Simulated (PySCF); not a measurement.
C2H3, SMILES [CH]=C, multiplicity 2.

Coordinates come from a PBE-D3(BJ)/def2-TZVP optimisation. The isomer is the one that the SMILES or the coordinates give; other isomers of the formula were not compared.

Calculation: TDA-ωB97X/def2-TZVPD (PySCF).

Vertical excitations. Gas-phase values at a fixed geometry.

Task: Give excitation energies, oscillator strengths and character. (The exact figures need the calculation; the answer reports its results.)

Result: 
```
state    energy (eV)  λ (nm)      f                                                  main pairs
-------  -----------  ------  -----  ----------------------------------------------------------
root 1          3.33     372  0.001                                            β HOMO→LUMO 94 %
root 2          4.56     272  0.002                                            α HOMO→LUMO 94 %
root 3          4.83     256  0.000                      α HOMO−1→LUMO 48 %, β HOMO→LUMO+2 46 %
root 4          6.66     186  0.013                                          α HOMO→LUMO+1 86 %
root 5          7.35     169  0.019                                          α HOMO→LUMO+2 75 %
root 6          7.51     165  0.009                      β HOMO−1→LUMO 71 %, β HOMO−2→LUMO 12 %
root 7          7.88     157  0.050                                          β HOMO→LUMO+1 94 %
root 8          7.93     156  0.139  α HOMO−1→LUMO 23 %, β HOMO−2→LUMO 46 %, β HOMO→LUMO+2 25 %
root 9          8.13     152  0.061                                        α HOMO−1→LUMO+1 95 %
root 10         8.21     151  0.108                                          α HOMO→LUMO+3 82 %
```
Unrestricted roots are not spin-pure.
